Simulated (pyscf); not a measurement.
## Hydrogen shift: •H₂C–OH (SMILES [CH2]O) -> H₃C–O• (SMILES C[O])

Gas phase, doublet surface, charge 0. Bonds broken: O2–H3. Bonds formed: C1–H3. Optimised with ωB97X-D3(BJ)/def2-SVP in PySCF. Correlated levels are frozen-core, on RHF or UHF. ΔMP2 is the change of the MP2 total energy from the triple- to the quadruple-zeta basis.

Transition state (Å):

```xyz
5

C      0.3151    -0.5209    -0.4327
O     -0.8784    -0.0317    -0.9102
H      0.1435     0.5857    -1.0156
H      0.8224    -1.3117    -1.0100
H      0.4951    -0.4852     0.6547
```

One imaginary mode, 2068i cm⁻¹; descent along it reached the two sides named.

| bond | change | reactant side (Å) | saddle | product side |
|---|---|---|---|---|
| O2–H3 | breaks | 0.964 | 1.199 | 1.975 |
| C1–H3 | forms | 1.906 | 1.262 | 1.115 |

Electronic energies relative to the reactant's lowest minimum found (kcal/mol):

```tsv
level	barrier	reaction energy	reverse barrier
ωB97X-D3(BJ)/def2-TZVP	40.3	+6.2	34.2
PBE/def2-TZVP	36.6	+7.5	29.2
r²SCAN/def2-TZVP	39.5	+7.0	32.4
B3LYP-D3(BJ)/def2-TZVP	40.4	+6.2	34.2
PBE0-D3(BJ)/def2-TZVP	39.7	+6.8	32.9
M06-2X/def2-TZVP	40.9	+8.0	32.9
ωB97M-D3(BJ)/def2-TZVP	40.4	+7.0	33.4
HF/def2-TZVP	48.9	-2.2	51.1
MP2/def2-QZVPP	44.3	+14.8	29.6
CCSD/def2-TZVPP	43.0	+7.8	35.2
CCSD(T)/def2-TZVPP	41.7	+8.7	33.1
CCSD(T)/def2-TZVPP + ΔMP2(QZVPP)	42.0	+9.5	32.5
```

With CCSD(T)/def2-TZVPP + ΔMP2(QZVPP) energies and thermal terms (ideal gas, 1 atm, RRHO with modes under 100 cm⁻¹ raised to 100, one conformer, R ln 2 for rigid chiral ones), in kcal/mol:

```csv
T (K),ΔH‡,ΔG‡,ΔH,ΔG
298,38.7,38.9,+8.8,+9.0
600,38.2,39.3,+8.5,+9.4
900,37.8,40.0,+8.3,+9.9
1200,37.5,40.7,+8.3,+10.4
```

This is the saddle that the search found; another between the same sides may lie lower. The CCSD(T) − MP2 part came from Ansatz, without density fitting, on the same reference. The orbital near-degeneracy of the XH₃O or XH₃S radical is left out.
